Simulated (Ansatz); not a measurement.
# SiPN+ (doublet): from Hartree-Fock to the top rungs, cc-pVTZ

The task here is to estimate one member of a computed series from the others.

Computed with Ansatz 0.2.0, Gaussian basis. Level: cc-pVTZ, core rule «outside noble gas», up to 11 orbitals frozen.

Plan: UHF; CCSD(T) on ROHF; CCSD(T) on UHF; BCCD(T) on ROHF; CCSDT(Q) on ROHF; CCSDT(Q) on UHF; CASSCF and NEVPT2, 13 electrons in 12 orbitals.

3 further runs of the same task are left out: 3 set aside as unsound or not needed.

**The geometry**

The geometry is a PBE0/def2-TZVP stationary point (not a proven minimum) of the parent state, kept for this charge and spin.

3 atoms, charge 1, spin multiplicity 2.

Atoms are counted from 1 here; the program's logs count them from 0.

Bond lengths: P1–N2 1.566 Å, N2–Si3 1.632 Å. Angles: P1–N2–Si3 180.0°.

Coordinates:

```xyz
3
charge 1, multiplicity 2
P     0.0000    0.0000    1.5882
N     0.0000    0.0000    0.0219
Si    0.0000    0.0000   -1.6101
```

Set-up of the first run:

The input, in.yaml:

```yaml
crystal:
  periodic: [false, false, false]
  atoms:
    - {symbol: P, position_ang: [0.000000, 0.000000, 1.588200]}
    - {symbol: N, position_ang: [0.000000, 0.000000, 0.021900]}
    - {symbol: Si, position_ang: [0.000000, 0.000000, -1.610100]}
basis:
  gaussian: {orbitals: cc-pVTZ}
total_charge: 1
magnetization: {spin_polarized: true, initial_magnetization: 1}
hamiltonian: {xc: hf}
output: {orbitals: {seedname: orbitals}}
```

Command:

```sh
ansatz run in.yaml --threads 1 --pin off --events-out ev --progress --plain --max-ram 4096MiB --backend cpu
```

Steps of the session up to this table: UHF; CCSD(T) on ROHF; CCSD(T) on UHF; BCCD(T) on ROHF; CCSDT(Q) on ROHF; CCSDT(Q) on UHF; CASSCF and NEVPT2, 13 electrons in 12 orbitals.

One of the session's tables, all rows but one given; the rest of the session is left out.

| method | from RCCSDT(Q) (meV) |
| --- | --- |
| ROHF | +11724.3 |
| UHF | +11554.0 |
| RMP2 | +1340.0 |
| UMP2 | ? |
| RCCSD | +715.1 |
| UCCSD | +707.5 |
| RCCSD(T) | +77.3 |
| UCCSD(T) | +79.8 |
| BCCD(T) | +72.5 |
| RCCSDT | +53.6 |
| UCCSDT | +52.2 |
| RCCSDT(Q) | 0 |
| UCCSDT(Q) | -6.7 |
| CASSCF valence | +7636.0 |
| NEVPT2 valence | +1880.9 |

**Question.** Estimate the row for UMP2.

**Answer.** from RCCSDT(Q) (meV): +1372.5. In the column «from RCCSDT(Q) (meV)» it lies between RMP2 (+1340.0) and NEVPT2 valence (+1880.9).

Limits of these values: Restricted and unrestricted rows rest on different reference determinants; where their highest levels disagree by more than a few hundredths of an eV, they describe different states and don't form one ladder.
